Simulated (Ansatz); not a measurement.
A calculation with Ansatz (development build ahead of 0.2.0).

```yaml
crystal:
  periodic: [false, false, false]
  atoms:
    - { symbol: C, position_ang: [0.30098, -0.36684, 0.37369] }
    - { symbol: H, position_ang: [-0.51017, -0.538, 1.07677] }
    - { symbol: H, position_ang: [0.60168, -1.05856, -0.40883] }
    - { symbol: F, position_ang: [0.92262, 0.66613, 0.47639] }
    - { symbol: F, position_ang: [-1.93385, -0.69077, -1.18734] }
basis:
  gaussian: { orbitals: def2-SVP }
total_charge: 1
magnetization:
  spin_polarized: true
  initial_magnetization: 1
hamiltonian:
  xc: hf
output:
  forces: true
```

The input is written out in the form of the current development build from the run's settings.

Results

| Quantity | Value |
| --- | --- |
| Converged | yes |
| Total energy | -237.27357 hartree |
| Spin squared of the determinant | 0.753 |
| Stability test | minimum |

Forces (eV/Å):
| atom | Fx | Fy | Fz |
| --- | --- | --- | --- |
| C1 | 0.032 | 0.012 | 0.020 |
| H2 | -0.071 | -0.031 | 0.078 |
| H3 | 0.035 | -0.087 | -0.068 |
| F4 | -0.006 | 0.076 | -0.027 |
| F5 | 0.010 | 0.030 | -0.003 |

Caution: the charge can sit on one fragment and break the point group.
